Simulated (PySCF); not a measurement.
# H2S2 (SMILES SS): SVWN5/STO-3G

Aim: the energy change on altering one bond length of H2S2 at SVWN5/STO-3G, from 2 runs. Input form: a Python script.

The calculation is run with PySCF 2.14.0.

11 further runs of the same task are left out: 11 set aside as unsound or not needed.

## Step 1: Starting point

H2S2 has 4 atoms, charge 0, and is taken as a singlet. SMILES: `SS`. The shape is that of a PBE0-D4/def2-TZVP optimisation.

Bond lengths: S1–S2 2.046 Å, S1–H3 1.347 Å, S2–H4 1.347 Å. Angles: S1–S2–H4 98.6°, S2–S1–H3 98.6°.

## Step 2: A single-point energy at SVWN5/STO-3G

mol.xyz

```xyz
4

S      0.784480    -0.789210     0.166690
S      0.060220     1.121560     0.067360
H     -0.225420    -1.352590     0.856880
H     -0.619290     1.020250    -1.090950
```

calc.py

```python
from pyscf import gto, dft

mol = gto.Mole()
mol.atom = 'mol.xyz'
mol.verbose = 4
mol.max_memory = 1860
mol.basis = 'sto-3g'
mol.build()

mf = dft.RKS(mol, xc='svwn')
mf.conv_tol = 1e-10
mf.grids.level = 5
mf.kernel()
if not mf.converged:
    mf = mf.newton().run(mf.mo_coeff, mf.mo_occ)

energy = mf.e_tot
print(f'total energy: {energy:.8f} hartree')
```

Command:

```sh
$ OMP_NUM_THREADS=1 python calc.py
```

Standard output:

```text
PySCF version 2.14.0

[INPUT] num. atoms = 4
[INPUT] num. electrons = 34
[INPUT] charge = 0
[INPUT] spin (= nelec alpha-beta = 2S) = 0
[INPUT] symmetry False subgroup None
[INPUT] Mole.unit = angstrom
[INPUT] Symbol           X                Y                Z      unit          X                Y                Z       unit  Magmom
[INPUT]  1 S      0.784480000000  -0.789210000000   0.166690000000 AA    1.482452350199  -1.491390754768   0.314998447704 Bohr   0.0
[INPUT]  2 S      0.060220000000   1.121560000000   0.067360000000 AA    0.113799307221   2.119441232267   0.127291951751 Bohr   0.0
[INPUT]  3 H     -0.225420000000  -1.352590000000   0.856880000000 AA   -0.425982062999  -2.556024658825   1.619268521617 Bohr   0.0
[INPUT]  4 H     -0.619290000000   1.020250000000  -1.090950000000 AA   -1.170288491682   1.927993078588  -2.061596715594 Bohr   0.0

nuclear repulsion = 85.4431434225536
number of shells = 12
number of NR pGTOs = 60
number of NR cGTOs = 20
basis = sto-3g
ecp = {}

******** <class 'pyscf.dft.rks.RKS'> ********
method = RKS
initial guess = minao
damping factor = 0
level_shift factor = 0
DIIS = <class 'pyscf.scf.diis.CDIIS'>
diis_start_cycle = 1
diis_space = 8
diis_damp = 0
SCF conv_tol = 1e-10
SCF conv_tol_grad = None
SCF max_cycles = 50
direct_scf = True
direct_scf_tol = 1e-13
XC library pyscf.dft.libxc version 7.0.0
    S. Lehtola, C. Steigemann, M. J.T. Oliveira, and M. A.L. Marques.,  SoftwareX 7, 1–5 (2018)
XC functionals = svwn
    P. A. M. Dirac.,  Math. Proc. Cambridge Philos. Soc. 26, 376 (1930)
    F. Bloch.,  Z. Phys. 57, 545 (1929)
    S. H. Vosko, L. Wilk, and M. Nusair.,  Can. J. Phys. 58, 1200 (1980)
radial grids:
    Treutler-Ahlrichs [JCP 102, 346 (1995); DOI:10.1063/1.469408] (M4) radial grids

becke partition: Becke, JCP 88, 2547 (1988); DOI:10.1063/1.454033
pruning grids: <function nwchem_prune>
grids dens level: 5
symmetrized grids: False
atomic radii adjust function: <function treutler_atomic_radii_adjust>
small_rho_cutoff = 0
Set gradient conv threshold to 1e-05
Initial guess from minao.
tot grids = 133176
init E= -785.639593475664
  HOMO = -0.232129425011539  LUMO = 0.000332316785192605  gap/eV = 6.32561
cycle= 1 E= -785.877893758364  delta_E= -0.238  |g|= 0.192  |ddm|=  2.6
  HOMO = -0.0588905682916687  LUMO = 0.144269992665116  gap/eV = 5.52828
cycle= 2 E= -785.88290876608  delta_E= -0.00502  |g|= 0.176  |ddm|= 0.94
  HOMO = -0.0824283165701846  LUMO = 0.115998980339953  gap/eV = 5.39948
cycle= 3 E= -785.89841066642  delta_E= -0.0155  |g|= 0.0101  |ddm|= 0.435
  HOMO = -0.0808947574444029  LUMO = 0.118122312755897  gap/eV = 5.41553
cycle= 4 E= -785.898473145488  delta_E= -6.25e-05  |g|= 0.000574  |ddm|= 0.0339
  HOMO = -0.0809539222249853  LUMO = 0.118050880614507  gap/eV = 5.41520
cycle= 5 E= -785.89847339197  delta_E= -2.46e-07  |g|= 4.63e-05  |ddm|= 0.00249
  HOMO = -0.080968483164867  LUMO = 0.118031025354935  gap/eV = 5.41505
cycle= 6 E= -785.89847339368  delta_E= -1.71e-09  |g|= 3.37e-06  |ddm|= 0.000226
  HOMO = -0.0809689383360309  LUMO = 0.118030749926183  gap/eV = 5.41506
cycle= 7 E= -785.898473393692  delta_E= -1.25e-11  |g|= 8.94e-07  |ddm|= 2.21e-05
  HOMO = -0.0809689207671173  LUMO = 0.1180307378646  gap/eV = 5.41506
Extra cycle  E= -785.898473393692  delta_E= 2.27e-13  |g|= 1.25e-06  |ddm|= 5.44e-06
converged SCF energy = -785.898473393692
total energy: -785.89847339 hartree
```

It took 1.5 s on 1 thread of Arm Neoverse V1, shared host; peak memory 0.14 GiB.

## Step 3: The distorted shape, same level

input.xyz

```xyz
4
H2S2
S      1.289444    -0.507512    -0.178415
S      0.565184     1.403258    -0.277745
H     -0.225420    -1.352590     0.856880
H     -0.114326     1.301948    -1.436055
```

job.py

```python
from pyscf import gto, dft

mol = gto.Mole()
mol.atom = 'input.xyz'
mol.charge = 0
mol.verbose = 3
mol.max_memory = 1860
mol.basis = 'sto-3g'
mol.build()

mf = dft.RKS(mol)
mf.xc = 'svwn'
mf.conv_tol = 1e-10
mf.grids.level = 5
mf.kernel()
if not mf.converged:
    mf = mf.newton().run(mf.mo_coeff, mf.mo_occ)

energy = mf.e_tot
print(f'total energy: {energy:.8f} hartree')
```

Command:

```sh
$ OMP_NUM_THREADS=1 python job.py
```

Standard output:

```text
converged SCF energy = -785.81209574653
total energy: -785.81209575 hartree
```

It took 1.8 s on 1 thread of Arm Neoverse V1, shared host; peak memory 0.14 GiB.

## Step 4: What came out

Level: SVWN5/STO-3G.

| quantity | value |
| --- | --- |
| first shape: total energy | -785.89847 Eh |
| first shape: dipole moment | 1.27 D |
| first shape: HOMO energy | -2.20 eV |
| first shape: LUMO energy | 3.21 eV |
| first shape: HOMO–LUMO gap | 5.42 eV |
| distorted shape: total energy | -785.81210 Eh |
| distorted shape: dipole moment | 1.10 D |
| distorted shape: HOMO energy | -1.97 eV |
| distorted shape: LUMO energy | 0.66 eV |
| distorted shape: HOMO–LUMO gap | 2.63 eV |
| energy change with the S1–H3 bond stretched from 1.347 to 2.020 Å | 2.350 eV |

**Reading.** One bond (distorted shape) is far stretched, which a spin-restricted single reference describes badly; a broken-symmetry solution may lie lower. With the S1–H3 bond stretched from 1.347 to 2.020 Å the energy rises by 2.35 eV (54 kcal/mol). The first shape isn't relaxed at this level, so the change isn't measured from a minimum. A restricted reference can't describe the breaking bond well at this length. The minimal basis adds a large error of its own.
